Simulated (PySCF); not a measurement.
Reaction (SMILES): OO (H2O2) → [O-]O + H+
B3LYP-D3(BJ)/def2-TZVP geometries, fixed; electronic energies without zero-point terms.

Basis-set convergence of the deprotonation energy at M06-2X with PySCF. All functions are spherical. Density fitting with generated auxiliary sets. In sets without p functions on hydrogen, species with hydrogen take exact integrals. No added dispersion term, no relativity. Functions are those of the species that has most. Reference: the value in aug-cc-pVQZ, 383.99 kcal/mol, itself unsure by roughly 0.16 kcal/mol (its distance from def2-QZVPPD). Deviations are taken from unrounded values. Cost is core time over that of def2-SVPD, rough, on shared machines of one kind; a dash marks a row that isn't timed (too short, read off another run, short of memory, by another algorithm or on other hardware).

| basis | functions | deprotonation energy (kcal/mol) | minus reference (kcal/mol) | cost |
|---|---|---|---|---|
| 3-21G | 22 | 415.43 | 31.44 | - |
| cc-pVDZ | 38 | 407.36 | 23.37 | 0.6× |
| def2-SVPD | 62 | 383.38 | -0.61 | 1× |
| aug-pcseg-1 | 64 | 381.55 | -2.44 | 1× |
| def2-TZVPP | 90 | 389.92 | 5.93 | 2× |
| aug-cc-pVTZ | 138 | 383.20 | -0.78 | 3× |
| cc-pVQZ | 170 | 390.28 | 6.30 | 3× |
| def2-QZVPP | 174 | 386.81 | 2.83 | 3× |
| def2-QZVPPD | 198 | 384.15 | 0.16 | 4× |
